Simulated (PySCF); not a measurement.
C4H8O.
Atom-mapped SMILES: `[OH:1][CH2:2][CH:3]1[CH2:4][CH2:5]1`

Definitions: NICS(0) = −σiso at the ring centroid; NICS(1) = −σiso and NICS(1)zz = −σzz at ±1 Å along the ring normal z. Level: GIAO PBE0/pcSseg-1 (PySCF, non-relativistic, gas phase) on the GFN2-xTB geometry, one conformer.

Ring bond lengths (Å), with Mayer bond orders in brackets: C3–C4 1.501 (0.94), C4–C5 1.498 (0.97), C5–C3 1.498 (0.94).

What do the NICS probes read (ppm)?

| ring | type | NICS(0) | NICS(1), two faces | NICS(1)zz, two faces | rms pucker (Å) | centre to ring atoms, mean (Å) |
| --- | --- | --- | --- | --- | --- | --- |
| C3–C4–C5 | 3-membered carbocycle; formal bonds all single | -43.7 | -8.9 / -8.8 | -22.2 / -23.9 | 0.00 | 0.87 |

What can be read from them?

- C3–C4–C5: mean NICS(1)zz -23.1 ppm, shielded. C3, C4, C5 have four or more neighbours, so the value isn't read as a sign of a π ring current. NICS(0) lies 35 ppm below the mean NICS(1).

List the ring angles and the Hirshfeld charges of the ring atoms.

- C3–C4–C5: C3 60.0° (-0.048 e), C4 59.9° (-0.094 e), C5 60.1° (-0.089 e); sum 180.0° against 180° for a flat convex ring.

Conformer computed: `[OH:1][CH2:2][CH:3]1[CH2:4][CH2:5]1`: O1–C2–C3–C4 85°, H–O1–C2–C3 -54°.
